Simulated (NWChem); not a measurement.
System: methyl formate (C2H4O2); SMILES COC=O

Here is an NWChem input.

```
start job
memory heap 200 mb stack 900 mb global 1100 mb
geometry units angstroms
  C     -0.509398    -1.318595     0.002594
  O      0.676406    -0.537951     0.001445
  C      0.503956     0.780578     0.000236
  O     -0.552295     1.343814    -0.000184
  H     -1.115372    -1.111425    -0.891944
  H     -0.189132    -2.366689     0.008631
  H     -1.119780    -1.102316     0.891930
  H      1.496118     1.278758    -0.000275
end
basis spherical
  * library def2-svp
end
dft
  xc xpbe96 cpbe96
  iterations 150
end
driver
  maxiter 120
end
task dft optimize
task dft freq
```

Parts of the log:

```
             Northwest Computational Chemistry Package (NWChem) 7.3.0
             --------------------------------------------------------

 C1  symmetry detected

                             Geometry "geometry" -> ""
                             -------------------------

 Output coordinates in angstroms (scale by  1.889725989 to convert to a.u.)

  No.       Tag          Charge          X              Y              Z
 ---- ---------------- ---------- -------------- -------------- --------------
    1 C                    6.0000    -0.51282590    -1.31506279     0.00004090
    2 O                    8.0000     0.67441555    -0.53660583    -0.00007409
    3 C                    6.0000     0.50439703     0.78223945     0.00002997
    4 O                    8.0000    -0.55081364     1.34742223    -0.00002489
    5 H                    1.0000    -1.11823699    -1.10586210    -0.89440564
    6 H                    1.0000    -0.19449401    -2.36375116     0.00507065
    7 H                    1.0000    -1.12298696    -1.09856729     0.88947583
    8 H                    1.0000     1.49747591     1.27858944     0.00022575

 Effective nuclear repulsion energy (a.u.)     122.8400347260

                                Z-matrix (autoz)
                                --------

 Units are Angstrom for bonds and degrees for angles

      Type          Name      I     J     K     L     M      Value
      ----------- --------  ----- ----- ----- ----- ----- ----------
    1 Stretch                  1     2                       1.41970
    2 Stretch                  1     5                       1.10015
    3 Stretch                  1     6                       1.09595
    4 Stretch                  1     7                       1.10012
    5 Stretch                  2     3                       1.32976
    6 Stretch                  3     4                       1.19704
    7 Stretch                  3     8                       1.11021
    8 Bend                     1     2     3               115.90652
    9 Bend                     2     1     5               110.84632
   10 Bend                     2     1     6               106.36632
   11 Bend                     2     1     7               110.85338
   12 Bend                     2     3     4               125.51976
   13 Bend                     2     3     8               109.21055
   14 Bend                     4     3     8               125.26969
   15 Bend                     5     1     6               110.21411
   16 Bend                     5     1     7               108.34190
   17 Bend                     6     1     7               110.22424
   18 Torsion                  1     2     3     4          -0.01376
   19 Torsion                  1     2     3     8         179.98353
   20 Torsion                  3     2     1     5          60.46657
   21 Torsion                  3     2     1     6        -179.72007
   22 Torsion                  3     2     1     7         -59.89055

  pbe96 is a nonlocal functional; adding pw91lda local functional.

                           NWChem Geometry Optimization
                           ----------------------------

 maximum gradient threshold         (gmax) =   0.000450
 rms gradient threshold             (grms) =   0.000300
 maximum cartesian step threshold   (xmax) =   0.001800
 rms cartesian step threshold       (xrms) =   0.001200
 fixed trust radius                (trust) =   0.300000
 source of zmatrix                         =   autoz

          -------------------
          Energy Minimization
          -------------------

 Using diagonal initial Hessian
 Scaling for Hessian diagonals: bonds = 1.00  angles = 0.25  torsions = 0.10

          --------
          Step   0

                                 NWChem DFT Module
                                 -----------------

[...]

      ----------------------
      Optimization converged
      ----------------------

  Step       Energy      Delta E   Gmax     Grms     Xrms     Xmax
  ---- ---------------- -------- -------- -------- -------- --------
@    4    -228.63490292 -4.9D-07  0.00008  0.00002  0.00052  0.00110
                                     ok       ok       ok       ok

                                Z-matrix (autoz)
                                --------

 Units are Angstrom for bonds and degrees for angles

      Type          Name      I     J     K     L     M      Value     Gradient
      ----------- --------  ----- ----- ----- ----- ----- ---------- ----------
    1 Stretch                  1     2                       1.43652    0.00002
    2 Stretch                  1     5                       1.10881   -0.00002
    3 Stretch                  1     6                       1.10430   -0.00001
    4 Stretch                  1     7                       1.10878   -0.00002
    5 Stretch                  2     3                       1.34858    0.00008
    6 Stretch                  3     4                       1.21008   -0.00007
    7 Stretch                  3     8                       1.12039   -0.00000
    8 Bend                     1     2     3               115.36218    0.00002
    9 Bend                     2     1     5               110.86139    0.00001
   10 Bend                     2     1     6               106.14813    0.00000
   11 Bend                     2     1     7               110.86965    0.00001
   12 Bend                     2     3     4               125.78566   -0.00001
   13 Bend                     2     3     8               108.43605    0.00000
   14 Bend                     4     3     8               125.77829    0.00001
   15 Bend                     5     1     6               110.36410   -0.00001
   16 Bend                     5     1     7               108.22662   -0.00001
   17 Bend                     6     1     7               110.38263   -0.00001
   18 Torsion                  1     2     3     4          -0.00941   -0.00000
   19 Torsion                  1     2     3     8         179.98706   -0.00000
   20 Torsion                  3     2     1     5          60.39128    0.00000
   21 Torsion                  3     2     1     6        -179.73854    0.00000
   22 Torsion                  3     2     1     7         -59.84146    0.00000

                         Geometry "geometry" -> "geometry"
                         ---------------------------------

 Output coordinates in angstroms (scale by  1.889725989 to convert to a.u.)

[...]

 Rotational Constants
 --------------------
 A=   0.663794 cm-1  (  0.955029 K)
 B=   0.226509 cm-1  (  0.325889 K)
 C=   0.174570 cm-1  (  0.251162 K)

 Temperature                      =   298.15K
 frequency scaling parameter      =   1.0000

 Zero-Point correction to Energy  =   37.655 kcal/mol  (  0.060008 au)
 Thermal correction to Energy     =   40.565 kcal/mol  (  0.064645 au)
 Thermal correction to Enthalpy   =   41.157 kcal/mol  (  0.065588 au)

 Total Entropy                    =   68.675 cal/mol-K
   - Translational                =   38.179 cal/mol-K (mol. weight =  60.0211)
   - Rotational                   =   23.624 cal/mol-K (symmetry #  =        1)
   - Vibrational                  =    6.872 cal/mol-K

 Cv (constant volume heat capacity) =   13.914 cal/mol-K
   - Translational                  =    2.979 cal/mol-K
   - Rotational                     =    2.979 cal/mol-K
   - Vibrational                    =    7.955 cal/mol-K

[normal modes left out]

 ----------------------------------------------------------------------------
 Normal Eigenvalue ||           Projected Infra Red Intensities
  Mode   [cm**-1]  || [atomic units] [(debye/angs)**2] [(KM/mol)] [arbitrary]
 ------ ---------- || -------------- ----------------- ---------- -----------
    1       -0.000 ||    0.000637           0.015         0.621       0.206
    2       -0.000 ||    0.000004           0.000         0.004       0.001
    3       -0.000 ||    0.001418           0.033         1.382       0.458
    4        0.000 ||    0.000324           0.007         0.316       0.105
    5        0.000 ||    0.000774           0.018         0.754       0.250
    6        0.000 ||    0.000385           0.009         0.376       0.124
    7       95.348 ||    0.000222           0.005         0.216       0.072
    8      288.278 ||    0.013181           0.304        12.849       4.257
    9      352.913 ||    0.021783           0.503        21.236       7.035
   10      761.585 ||    0.008601           0.198         8.385       2.778
   11      933.934 ||    0.018799           0.434        18.326       6.071
   12      987.722 ||    0.000044           0.001         0.043       0.014
   13     1126.438 ||    0.000451           0.010         0.440       0.146
   14     1137.641 ||    0.041038           0.947        40.006      13.254
   15     1195.872 ||    0.236135           5.448       230.196      76.263
   16     1344.057 ||    0.000920           0.021         0.897       0.297
   17     1399.108 ||    0.006368           0.147         6.208       2.057
   18     1403.770 ||    0.010271           0.237        10.013       3.317
   19     1419.785 ||    0.011694           0.270        11.400       3.777
   20     1796.252 ||    0.255888           5.904       249.452      82.643
   21     2949.641 ||    0.073829           1.703        71.973      23.844
   22     2978.745 ||    0.017583           0.406        17.140       5.679
   23     3067.345 ||    0.014579           0.336        14.212       4.708
   24     3114.537 ||    0.008188           0.189         7.982       2.644
 ----------------------------------------------------------------------------
```

Level: PBE/def2-SVP.
